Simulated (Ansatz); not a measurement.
# CH₃FN₂: a ladder of functionals and wavefunction methods

An exercise on one series of results from a longer session: the logs are not shown, and one member is left open.

The runs use Ansatz 0.2.0, Gaussian basis; functionals in def2-TZVPP, the program's frozen cores in correlated methods.

Plan: LDA (SPW92), PBE-D4, revPBE-D4, BLYP-D4, r2SCAN-D4, B97M-V, PBE0-D4, B3LYP-D4, r2SCANh-D4, r2SCAN0-D4, HSE06-D4, BHLYP-D4, CAM-B3LYP-D4, LC-ωPBE, ωB97X-V, ωB97M-V, B2PLYP, PBE-QIDH; CCSD(T)/def2-SVP; CCSD(T)/def2-TZVPP; MP2/def2-QZVPP; extrapolation to the limit; RPA on PBE.

**The relaxed structure**

An earlier PBE0-D4 in a triple-zeta def2 set relaxation fixed the geometry.

SMILES `N=C(N)F`, 7 atoms, charge 0, spin multiplicity 1.

Atoms are counted from 1 here; the program's logs count them from 0.

Bond lengths: N1–C2 1.252 Å, N1–H5 1.013 Å, C2–N3 1.356 Å, C2–F4 1.350 Å, N3–H6 1.005 Å, N3–H7 1.004 Å. Angles: C2–N1–H5 111.7°, N1–C2–N3 126.2°, N1–C2–F4 124.1°, N3–C2–F4 109.8°, C2–N3–H6 115.5°, C2–N3–H7 117.5°, H6–N3–H7 117.2°.

The first run:

in.yaml

```yaml
crystal:
  periodic: [false, false, false]
  atoms:
    - {symbol: N, position_ang: [-0.840085, 1.050137, -0.309596]}
    - {symbol: C, position_ang: [-0.251216, -0.045466, -0.170390]}
    - {symbol: N, position_ang: [0.778132, -0.298518, 0.674704]}
    - {symbol: F, position_ang: [-0.590149, -1.174770, -0.827919]}
    - {symbol: H, position_ang: [-1.621000, 0.976348, -0.950965]}
    - {symbol: H, position_ang: [1.221157, 0.511583, 1.070846]}
    - {symbol: H, position_ang: [1.364459, -1.087216, 0.467720]}
basis:
  gaussian: {orbitals: def2-TZVPP}
hamiltonian: {xc: lda}
output: {orbitals: {seedname: orbitals}}
```

On the command line:

```bash
> ansatz run in.yaml --threads 2 --pin off --events-out ev --progress --plain --max-ram 4352MiB
```

Among the steps run: LDA; PBE-D4 (GGA); revPBE-D4 (GGA); BLYP-D4 (GGA); r2SCAN-D4 (meta-GGA); B97M-V (meta-GGA); B3LYP-D4 (hybrid); r2SCANh-D4 (hybrid); r2SCAN0-D4 (hybrid); HSE06-D4 (hybrid); BHLYP-D4 (hybrid); CAM-B3LYP-D4 (range-separated); LC-ωPBE (range-separated); ωB97X-V (range-separated); ωB97M-V (range-separated); B2PLYP (double hybrid); PBE-QIDH (double hybrid).

One of the session's tables, all rows but one given; the rest of the session is left out.

It belongs to the step «Orbital energies across the functionals». 

```
  functional  HOMO (eV)  LUMO (eV)  gap (eV)
 LDA (SPW92)      -6.38      -0.21      6.17
      PBE-D4          ?          ?         ?
   revPBE-D4      -6.10       0.04      6.14
     BLYP-D4      -6.06      -0.05      6.01
   r2SCAN-D4      -6.45       0.39      6.84
      B97M-V      -6.49       0.29      6.77
     PBE0-D4      -7.54       0.90      8.44
    B3LYP-D4      -7.31       0.51      7.82
  r2SCANh-D4      -6.96       0.78      7.74
  r2SCAN0-D4      -7.73       1.33      9.07
    HSE06-D4      -7.13       0.53      7.66
    BHLYP-D4      -8.80       1.49     10.29
CAM-B3LYP-D4      -8.96       1.65     10.60
     LC-ωPBE     -10.33       3.02     13.35
     ωB97X-V      -9.94       2.82     12.76
     ωB97M-V      -9.84       2.31     12.15
```

**Question.** Estimate the row for PBE-D4.

The run gave: HOMO (eV): -6.17; LUMO (eV): -0.02; gap (eV): 6.15. In the column «HOMO (eV)» it lies between LDA (SPW92) (-6.38) and revPBE-D4 (-6.10).
